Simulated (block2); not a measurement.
**CHN (hydrogen isocyanide) at DMRG/STO-6G (start occupation bias 0.3)**

We compute the energy of CHN (hydrogen isocyanide). Input form: a Python script.

Program for the calculation: block2 0.5.4.

## (1) Starting point

The species is CHN (3 atoms), meant as a singlet with charge 0. As SMILES, `[C-]#[NH+]`. Geometry: relaxed at PBE0-D4/def2-TZVP.

Bond lengths: C1–N2 1.163 Å, N2–H3 0.997 Å. Angles: C1–N2–H3 180.0°.

## (2) A single-point energy at DMRG/STO-6G (start occupation bias 0.3)

dmrg.py

```python
import numpy as np
from pyscf import gto, lo, mcscf, scf
from pyblock2._pyscf.ao2mo import integrals as itg
from pyblock2.driver.core import DMRGDriver, SymmetryTypes

mol = gto.M(atom="""
C     -0.623470     0.883520    -0.241540
N      0.031410    -0.044070     0.012200
H      0.592060    -0.839450     0.229340
""", basis="sto-6g", verbose=3, max_memory=2000)
print("nao                      = %d" % (mol.nao))
mf = scf.RHF(mol)
mf.conv_tol = 1e-10
mf.max_cycle = 200
mf.kernel()
if not mf.converged:
    mf = mf.newton().run(mf.mo_coeff, mf.mo_occ)
print(f"E(SCF)                   = {mf.e_tot:.10f}")
mo = mf.mo_coeff.copy()
for a, b in ((2, 7), (7, 11)):
    if b - a > 1:
        mo[:, a:b] = lo.PM(mol, mo[:, a:b]).kernel()
mf.mo_coeff = mo
ncas, n_elec, spin, ecore, h1e, g2e, orb_sym = itg.get_rhf_integrals(mf, ncore=2, ncas=9, pg_symm=False, g2e_symm=1)
driver = DMRGDriver(scratch="./tmp", symm_type=SymmetryTypes.SU2, stack_mem=1500 << 20, n_threads=1)
idx = driver.orbital_reordering(h1e, g2e, method="fiedler")
print("orbital order:", idx.tolist())
h1e = h1e[np.ix_(idx, idx)]
g2e = g2e[np.ix_(idx, idx, idx, idx)]
orb_sym = np.array(orb_sym)[idx]
driver.initialize_system(n_sites=ncas, n_elec=n_elec, spin=spin, orb_sym=orb_sym)
mpo = driver.get_qc_mpo(h1e=h1e, g2e=g2e, ecore=ecore, iprint=1)
occs = np.array([1.7] * 5 + [0.3] * 4)[idx]
ket = driver.get_random_mps(tag="GS", bond_dim=50, nroots=1, occs=occs)
bond_dims = [50] * 2 + [100] * 3
noises = [0.0001] * 2 + [1e-05] * 3 + [0]
thrds = [0.0001] * 5
e = driver.dmrg(mpo, ket, n_sweeps=11, tol=1e-07, bond_dims=bond_dims, noises=noises, thrds=thrds, iprint=2)
ms, dws, es = driver.get_dmrg_results()
print("discarded weight         = %.3e" % (dws[-1]))
print("E(final)                 = %.10f" % (e))
dm1 = driver.get_1pdm(ket)
print("natural occupations      =", np.round(np.linalg.eigvalsh(dm1)[::-1], 5).tolist())
c_act = mf.mo_coeff[:, 2:11][:, idx]
dm_ao = c_act @ dm1 @ c_act.T + 2 * mf.mo_coeff[:, :2] @ mf.mo_coeff[:, :2].T
print("dipole moment (debye)    =", np.round(scf.hf.dip_moment(mol, dm_ao, verbose=0), 4).tolist())
print("largest bipartite entropy = %.4f" % (max(driver.get_bipartite_entanglement(ket))))
ci = mcscf.CASCI(mf, 9, (5, 5))
ci.fix_spin_(ss=0)
ci.fcisolver.conv_tol = 1e-10
ci.fcisolver.max_cycle = 200
ci.kernel()
print(f"FCI energy               = {ci.e_tot:.10f}")
```

On the command line:

```bash
$ python dmrg.py
```

**Question.** What will come out? Wanted: total energy; dipole moment.

Computed results:

Level: DMRG/STO-6G (start occupation bias 0.3), 2 core orbitals frozen.

```
                                               quantity         value
                                           total energy  -92.68721 Eh
dipole moment (of the density that the program reports)        2.74 D
```
